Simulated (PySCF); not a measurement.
## Functional dependence of a UV spectrum

Ozone, O3.
SMILES: `O=[O+][O-]`

Linear-response calculations in the def2-SVPD basis (PySCF; singlets by full response, triplets Tamm–Dancoff, core orbitals frozen in the response; HF means time-dependent Hartree–Fock). 'Strongest' is the level of largest summed f among the singlets computed (10 roots, of which the last may lack a degenerate partner); it can jump between rows when another state enters that window. S1 is the lowest singlet of each run and needn't be the same state throughout; f(S1) is that of one state. Isolated species at its PBE0-D3(BJ)/def2-SVP geometry, gas phase.

```
functional                               kind  S1 (eV)  f(S1)  strongest (eV)  T1 (eV)  HOMO (eV)  gap (eV)  ionisation energy, ΔSCF (eV)
       LDA                                LDA     2.25  0.000            5.89     1.49      -8.13      1.83                         12.89
       PBE                                GGA     2.29  0.000            5.83     1.43      -7.92      1.90                         12.60
     B3LYP  global hybrid, 20% exact exchange     2.20  0.000            5.63     1.37      -9.62      4.24                         13.15
      PBE0  global hybrid, 25% exact exchange     2.19  0.000            5.69     1.32      -9.88      4.81                         13.11
 BHandHLYP  global hybrid, 50% exact exchange     2.10  0.000            5.38     0.88     -11.86      7.81                         13.07
   wB97X-D             range-separated hybrid     2.18  0.000            5.61     1.41     -11.90      8.68                         13.22
   LC-wPBE             range-separated hybrid     2.18  0.000            5.54     1.33     -12.79     10.19                         13.34
```

What does CAM-B3LYP (range-separated hybrid) give?

S1 (eV) 2.18, f(S1) 0.000, strongest (eV) 5.53, T1 (eV) 1.36, HOMO (eV) -11.50, gap (eV) 7.58, ionisation energy, ΔSCF (eV) 13.35. S1 runs from 2.10 eV (BHandHLYP) to 2.29 eV (PBE), a spread of 0.18 eV, while the orbital gap spreads over 8.4 eV. −ε(HOMO) comes closest to its own ΔSCF ionisation energy with LC-wPBE (-0.55 eV) and misses most with LDA (-4.76 eV).
